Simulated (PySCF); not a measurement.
# The bond of CCl, level by level

An exercise on one series of results from a longer session: the logs are not shown, and one member is left open.

Method: C def2-TZVPP, Cl def2-TZVPP, no relativity; program: PySCF 2.14.0.

Set-up of the first run:

Settings of the job:

```
atoms                         : C, Cl
charge                        : 0
basis                         : C def2-TZVPP, Cl def2-TZVPP
Hamiltonian                   : no relativity
basis functions               : 73
electrons treated             : 23
masses in u                   : 12.0000, 34.9689
levels                        : PBE0, PBE, r²SCAN, revPBE, r²SCANh, TPSSh, MN15, LC-ωPBE, HF, MP2, SCS-MP2, CCSD, CCSD(T)
grid                          : 80 radial by 434 angular points
occupations                   : held fixed by the projection of orbital angular momentum
dissociation limit            : C + Cl, each in its ground configuration
starting distance in angstrom : 1.680
values of 2S to try           : 1, 3
```

Launch:

```bash
OMP_NUM_THREADS=1 python dia.py task.json out
```

Steps of the session up to this table: Input; PBE0 along the bond; Other states along the same grid; PBE (GGA); r²SCAN (meta-GGA); revPBE; r²SCANh (hybrid meta-GGA); TPSSh; MN15 (hybrid meta-GGA); LC-ωPBE (range-separated hybrid); UHF (mean field); MP2 and coupled cluster.

One of the session's tables, all rows but one given; the rest of the session is left out.

It belongs to the step «The curves together». Energy (eV) from each level's lowest point:

```
R (Å)    UHF  UHF-MP2  UHF-SCS-MP2  UHF-CCSD  UHF-CCSD(T)
1.418  1.166    1.029        1.066       n/a          n/a
1.484  0.534    0.439        0.466     0.502        0.519
1.550  0.181    0.126        0.142     0.161        0.171
1.599  0.048    0.022        0.030     0.039        0.044
1.649  0.000    0.000        0.000     0.000        0.000
1.698  0.017    0.041        0.033     0.025        0.020
1.764      ?        ?            ?         ?            ?
1.847  0.321    0.405        0.372     0.349        0.328
1.946  0.646    0.760        0.712     0.680        0.648
2.078  1.139    1.319        1.255       n/a          n/a
```

Estimate the missing values for R (Å) = 1.764.

Worked estimate for «UHF». A straight line through the neighbours (1.698, 0.017) and (1.847, 0.321) gives 0.017 + (0.321 − 0.017) × (1.764 − 1.698) / (1.847 − 1.698) = 0.152; a parabola fitted to 4 rows on both sides gives 0.122.

**Answer.** UHF: 0.115; UHF-MP2: 0.168; UHF-SCS-MP2: 0.149; UHF-CCSD: 0.133; UHF-CCSD(T): 0.121. In «UHF» the line misses by +0.037 and the parabola by +0.007.

State 2 has its PBE0 minimum 2.23 eV higher. The other levels ran on the lowest alone.
